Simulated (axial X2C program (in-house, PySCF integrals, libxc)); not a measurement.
# Spin–orbit effects down a group: molecules with S (ions), CCSD

Computed with an in-house relativistic program for diatomic molecules, spin-free (one-electron X2C) or two-component (2c: spin–orbit coupling with atomic mean-field Coulomb and Gaunt terms, which also bring small scalar terms), in Dyall basis sets with cores contracted in-house; open shells are unrestricted.

Basis sets: H dyall-v3z, Li dyall-cv3z, Na dyall-cv3z, S dyall-av3z. Frozen shells (counts by l): SH⁺ S 2s1p, H none, 6 electrons correlated; LiS⁺ S 2s1p, Li 1s, 6 electrons correlated; NaS⁺ S 2s1p, Na 1s, 14 electrons correlated. Coupled cluster in natural virtuals with an MP2 remainder. Where the outer core of a metal is frozen, bonds come out longer and ionisation energies lower. Frozen cores can differ along the series, which adds to the trend.

| molecule | spin-free state | Re (Å) | ωe (cm⁻¹) | De (eV) | 2c state | Re 2c (Å) | ωe 2c (cm⁻¹) | De 2c (eV) |
| --- | --- | --- | --- | --- | --- | --- | --- | --- |
| SH⁺ | M_S = 1, Λ = 0 | 1.367 | 2561.3 | 3.54 | Ω = 1 | 1.367 | 2560.8 | 3.53 |
| LiS⁺ | M_S = 1, Λ = 0 | 2.498 | 329.5 | 0.77 | Ω = 1 | 2.498 | 329.4 | 0.75 |
| NaS⁺ | M_S = 1, Λ = 0 | 2.873 | 175.2 | 0.52 | Ω = 1 | 2.871 | 173.4 | 0.51 |

Fragments in 2c: S+ + H, S + Li+, S + Na+. Each entry is the lowest single determinant of a limited PBE0 search at one distance. De goes to single-determinant-based atoms at the same level (for ions the charge split of lowest energy) and is withheld (n/a) where an atom does not fit its ground term or J level. Main or longest-lived isotopes. One determinant is a doubtful description, or other states lie close, for SH⁺, LiS⁺, NaS⁺; these need not be ground states, and all values refer to the states named. Some open-shell Ω = 0 determinants are out of reach, so the Ω given for SH⁺, LiS⁺, NaS⁺ need not be the lowest component. With several unpaired electrons the Ω given is that of one determinant, not necessarily of the lowest component.
